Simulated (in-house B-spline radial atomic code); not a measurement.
Kr. Computed with a B-spline radial atomic code. Model: non-relativistic spherical atom: semilocal Troullier-Martins pseudo-atom, one channel per l, against all electrons, high spin, G0W0 and RPA with empty states to l = 8, local potential for every l without a channel, a model core (radius 0 = none) keeps its share of the functional.

The core holds an angular momentum without a channel of its own, so the local potential lets valence electrons into it.

What the tables leave out is listed at the end.

The pseudopotential gives back the lowest level of each angular momentum of its own functional in the configuration it was made in; a second state of the same l is only approximately right. Exact exchange, RPA and GW see the smooth pseudo-orbitals and miss the exchange with the core, for which the functional's share stands in. The column with an uncorrelated core keeps all orbitals and exact exchange, and so separates missing core correlation from pseudisation. Only the three outermost levels and the lowest empty one were computed. RPA here is direct RPA, with no exchange kernel, and its energies carry an (l + 1/2)⁻⁴ tail. A hybrid on a potential with a model core restores only its own semilocal share of the core's exchange.

Command:
```bash
python run_psgw.py task.json out
```
Settings (lengths in bohr, energies in hartree):
```
Z                      36
electrons              36
configuration          [Ar] 3d10 4s2 4p6
generated_in           [Ar] 3d10 4s2 4p6
functional             pbe,pbe
core_shells            6
radius_factor          1
core_correction        False
```

Time taken, with all properties: 26 s on 1 thread of Arm Neoverse N1, with other jobs on the host.

Given: made with PBE; model core radius 0 bohr; local radius 1.399 bohr; mean-field start PBE.

Valence shells of the generating configuration: 4s, 4p.

Channel: s 1.372, p 1.553 (radii in bohr).

Computed: largest level miss in the spin-unpolarised generating configuration 0 eV; valence RPA correlation energy all-electron orbitals -0.37493 hartree; valence RPA correlation energy pseudo -0.44646 hartree; all-electron RPA polarisability, core included 15.894 bohr³.

```csv
level,occupied,mean-field all-electron (eV),mean-field pseudo minus all (eV),G0W0 all-electron (eV),G0W0 uncorrelated core minus all (eV),G0W0 pseudo minus all (eV),exchange self-energy all-electron (eV),exchange self-energy pseudo (eV)
4p,1,-9.2828,0,-13.963,0.177,-0.006,-21.499,-18.407
```

**Question.** What is the pseudo-atom RPA polarisability?

**Answer.** 16.352 bohr³.

Given: mean-field start PBE0.

Computed: valence RPA correlation energy pseudo -0.40887 hartree; all-electron RPA polarisability, core included 13.848 bohr³; pseudo-atom RPA polarisability 14.286 bohr³.

```csv
level,occupied,mean-field all-electron (eV),mean-field pseudo minus all (eV),G0W0 all-electron (eV),G0W0 uncorrelated core minus all (eV),G0W0 pseudo minus all (eV),exchange self-energy all-electron (eV),exchange self-energy pseudo (eV)
4p,1,-10.773,0.026,-14.231,0.181,-0.015,-21.493,-18.455
```

**Question.** What is the valence RPA correlation energy all-electron orbitals?

**Answer.** -0.34798 hartree.

Given: mean-field start Hartree-Fock.

Computed: valence RPA correlation energy pseudo -0.32964 hartree; all-electron RPA polarisability, core included 10.71 bohr³; pseudo-atom RPA polarisability 10.951 bohr³.

| level | occupied | mean-field all-electron (eV) | mean-field pseudo minus all (eV) | G0W0 all-electron (eV) | G0W0 uncorrelated core minus all (eV) | G0W0 pseudo minus all (eV) | exchange self-energy all-electron (eV) | exchange self-energy pseudo (eV) |
| --- | --- | --- | --- | --- | --- | --- | --- | --- |
| 4p | 1 | -14.264 | 0.039 | -14.682 | 0.177 | 0.073 | -21.262 | -18.461 |
| 4s | 1 | -31.373 | 0.052 | -28.752 | 0.217 | 0.705 | -28.727 | -24.468 |

**Question.** What is the valence RPA correlation energy all-electron orbitals?

**Answer.** -0.28802 hartree.

Among the listed levels the largest G0W0 shift of the pseudo-atom is +0.70 eV, for 4s on the Hartree-Fock start, while leaving the core uncorrelated moves that level by +0.22 eV. So pseudisation and the lost core exchange, not the missing core correlation, make the error. Not in the tables (levels of low weight, unsolved or above zero; the highest and the empty levels are kept at any weight): on PBE the G0W0 levels 4s (pseudo minus all +2.39 eV, weights 0.07 and 0.13); on PBE0 the G0W0 levels 4s (pseudo minus all +2.15 eV, weights 0.24 and 0.17).
